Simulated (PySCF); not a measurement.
Computed with PBE0 in PySCF with Cl def2-SVP, F def2-SVP; no relativity; density-fitted integrals. Open shells, if any, are unrestricted.

Q: What spin state, shape and geometry does isolated ClF₃ take (every ligand bound to Cl)?

A: Counting electrons, chlorine keeps 4 of its valence electrons outside its bonds, so the VSEPR class is AX3E2 and the expected shape is T-shaped (C2v), as computed. The lowest minimum found is a singlet of C2v symmetry with Cl–F 1.631 Å, Cl–F 1.716 Å (×2); F–Cl–F 86.9° (×2), F–Cl–F 173.8°. Its harmonic wavenumbers are 319 (b1), 324 (a1), 419 (b2), 531 (a1), 739 (b2), 750 (a1) cm⁻¹ and its dipole moment is 0.94 D.
